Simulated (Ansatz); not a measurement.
# N2 (quintet): from Hartree-Fock to the top rungs, def2-QZVPP

One table from this session's results is given with a row withheld; the runs are named, their logs left out.

Program: Ansatz 0.2.0, Gaussian basis. Level of theory: def2-QZVPP, core rule «outside noble gas», up to 2 orbitals frozen. These are calculated values, not measurements.

To be run: UHF; ROHF; CCSD(T) on UHF.

2 further runs of the same task are left out: 2 set aside as unsound or not needed.

### What is computed

The geometry is a PBE0/def2-TZVP stationary point (not a proven minimum) of the parent state, kept for this charge and spin.

2 atoms, charge 0, spin multiplicity 5.

Atoms are counted from 1 here; the program's logs count them from 0.

Bond lengths: N1–N2 1.266 Å.

Coordinates:

```
N     0.00000    0.00000    0.00000
N     0.00000    0.00000    1.26631
```

Set-up of the first run:

in.yaml reads:

```yaml
crystal:
  periodic: [false, false, false]
  atoms:
    - {symbol: N, position_ang: [0.000000, 0.000000, 0.000000]}
    - {symbol: N, position_ang: [0.000000, 0.000000, 1.266308]}
basis:
  gaussian: {orbitals: "def2-QZVPP.json"}
magnetization: {spin_polarized: true, initial_magnetization: 4}
hamiltonian: {xc: hf}
output: {orbitals: {seedname: orbitals}}
```

Command:

```sh
$ ansatz run in.yaml --threads 1 --pin off --events-out ev --progress --plain --max-ram 2393MiB
```

Among the steps run: UHF; ROHF; CCSD(T) on UHF.

One table of the session follows, with a row left open; its other results are not shown here.

| method | from UCCSD(T) (kcal/mol) |
| --- | --- |
| ROHF | +191.32 |
| UHF | +181.15 |
| UMP2 | +23.09 |
| UCCSD | ? |
| UCCSD(T) | 0 |

**Question.** Estimate the row for UCCSD.

The run gave: from UCCSD(T) (kcal/mol): +5.15. In the column «from UCCSD(T) (kcal/mol)» it lies between UCCSD(T) (0) and UMP2 (+23.09).
